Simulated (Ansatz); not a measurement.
# Scan of H$_{2}$S, singlet

Starting geometry (PBE0/def2-TZVP stationary point for this spin, not checked as a minimum):

```xyz
3

S     0.0000   -0.0550    0.0000
H     0.0000    0.8742   -0.9672
H     0.0000    0.8742    0.9672
```

From there H3 moves along the line of the two atoms named below, all else staying in place; atoms are numbered as listed. Energies are in kcal/mol, counted from the starting geometry at the same level.

Basis cc-pVDZ; Ansatz 0.2.0. Only valence electrons are correlated (noble-gas cores frozen). Prefix R: restricted or restricted open-shell reference.

Full CI isn't at hand for all of this; RCCSDTQ serves as the reference, and is uncertain by the last step of the cluster series or more.

```
distance S1-H3 (Å)  RMP2
             1.096  32.3
             1.183  11.7
             1.341   0.0
             1.460   3.5
             1.598  13.7
             1.808  34.3
             2.165  68.3
```

Problem. Estimate the RCCSDTQ curve in cc-pVDZ from this one, knowing how RMP2 errs.

Solution. The computed RCCSDTQ values, in kcal/mol from the starting point, and the error of RMP2 against them:
```json
{"distance S1-H3 (Å)": "1.096", "RCCSDTQ": "33.0", "RMP2 less RCCSDTQ": "-0.7"}
{"distance S1-H3 (Å)": "1.183", "RCCSDTQ": "12.2", "RMP2 less RCCSDTQ": "-0.5"}
{"distance S1-H3 (Å)": "1.341", "RCCSDTQ": "0.0", "RMP2 less RCCSDTQ": "0.0"}
{"distance S1-H3 (Å)": "1.460", "RCCSDTQ": "2.9", "RMP2 less RCCSDTQ": "0.6"}
{"distance S1-H3 (Å)": "1.598", "RCCSDTQ": "12.3", "RMP2 less RCCSDTQ": "1.4"}
{"distance S1-H3 (Å)": "1.808", "RCCSDTQ": "30.7", "RMP2 less RCCSDTQ": "3.6"}
{"distance S1-H3 (Å)": "2.165", "RCCSDTQ": "58.6", "RMP2 less RCCSDTQ": "9.7"}
```

The error spans 10.4 kcal/mol and is largest, 9.7 kcal/mol, at 2.165 Å.

These errors take the starting point as zero, where RMP2 itself lies 16.6 kcal/mol above RCCSDTQ in total energy. In total energy its miss is smallest, 15.9 kcal/mol, at 1.096 and largest, 26.3 kcal/mol, at 2.165 Å.
